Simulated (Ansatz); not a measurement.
Consider the isomerisation: `NCC=C=O` → `NC1=C(O)C1`.

Isolated molecules relaxed with PBE0-D4/def2-TZVP in Ansatz; ΔE leaves out vibrations. CBS: MP2 limit from def2 TZ/QZ plus the TZ coupled-cluster correction, frozen cores. DFT in def2-TZVPP. One conformer a species, not always the lowest.

`NCC=C=O`:

```xyz
10

N     0.449   -0.158   -1.437
C    -0.239   -0.577   -0.222
C     0.154    0.263    0.960
C    -0.553    1.294    1.349
O    -1.197    2.190    1.699
H     0.233   -0.792   -2.199
H     1.452   -0.186   -1.300
H    -1.314   -0.483   -0.397
H    -0.058   -1.627    0.049
H     1.074    0.076    1.499
```

`NC1=C(O)C1`:

Cartesian coordinates in Å:
```
N 0.721 -0.783 1.525
C 0.127 -0.225 0.423
C -0.265 -0.221 -0.804
O -0.410 -0.886 -1.961
C -0.123 1.127 -0.196
H 0.666 -1.791 1.552
H 0.427 -0.374 2.399
H -0.868 -0.314 -2.582
H 0.733 1.767 -0.452
H -1.009 1.701 0.095
```

| species | LDA (SPW92) energy (Eh) |
| --- | --- |
| `NCC=C=O` | -245.29444 |
| `NC1=C(O)C1` | -245.24853 |

Work out ΔE.

ΔE = (-245.24853) − (-245.29444) = 0.04591 Eh = +120.5 kJ/mol. CCSD(T)/CBS gives +155.5 kJ/mol.

Largest T1 diagnostic among the species: 0.014.

At CCSD(T), def2-SVP lies +5.0 kJ/mol from the extrapolated value and def2-TZVPP +5.1 kJ/mol. From r2SCAN to r2SCAN0 (25 % exact exchange), in def2-TZVPP and without D4, ΔE moves by −7.6 kJ/mol.
